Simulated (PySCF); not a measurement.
## Electric field gradients and quadrupole coupling constants

C₃HO₂ (charge -1).
Cartesian coordinates in Å at the GFN2-xTB level; atoms count from 1:
```xyz
6
C3HO2 angstrom
C      1.528   -0.065    0.415
C      0.349   -0.015    0.190
C     -1.141    0.049   -0.092
O     -1.830   -0.716    0.596
O     -1.468    0.858   -0.971
H      2.565   -0.108    0.613
```

Field gradients from the PBE0/pcSseg-1 density (PySCF, non-relativistic), principal values in atomic units, ordered |Vxx| ≤ |Vyy| ≤ |Vzz|:

```
atom     Vxx     Vyy      Vzz
  O4  0.4500  0.9423  -1.3923
  O5  0.4501  0.9426  -1.3927
```

Question: Find the asymmetry η = (Vxx − Vyy)/Vzz and the couplings χ = eQV/h (234.96 MHz × Q in barn × V in au), with Q(17O) = −0.0256 b.

Answer: 
```json
{"atom": "O4", "environment": "carboxylate oxygen", "nucleus": "17O", "η": "0.35", "χzz (MHz)": "8.37", "χxx (MHz)": "-2.71", "χyy (MHz)": "-5.67"}
{"atom": "O5", "environment": "carboxylate oxygen", "nucleus": "17O", "η": "0.35", "χzz (MHz)": "8.38", "χxx (MHz)": "-2.71", "χyy (MHz)": "-5.67"}
```

Question: What is Vzz at O5 in SI units (1 au = 9.71736 × 10²¹ V/m²)?

Answer: -1.3927 au = -13.533 × 10²¹ V/m².

Question: And the gradient at the other heavy atoms, for which no coupling is worked out here?

Answer: 
```
atom             environment  Vzz (au)     η
  C1  terminal alkyne carbon    -0.192  0.86
  C2           alkyne carbon    -0.430  0.12
  C3      carboxylate carbon    -0.336  0.81
```

Question: What couplings would deuterons (Q(2H) = 0.00286 b) have in place of the hydrogens, at this geometry?

Answer: 
| atom | bonded to | bond length (Å) | Vzz (au) | η | χzz (kHz) |
| --- | --- | --- | --- | --- | --- |
| H6 | C1 | 1.056 | 0.3934 | 0.02 | 264 |

Isolated species at its GFN2-xTB geometry, gas phase. The pcSseg-1 basis has no diffuse functions, a weakness for an anion. GFN2-xTB bond lengths can be off by several hundredths of an ångström, more for odd bonds, and the gradients follow them. With a basis this small, the couplings can be 20 % off.
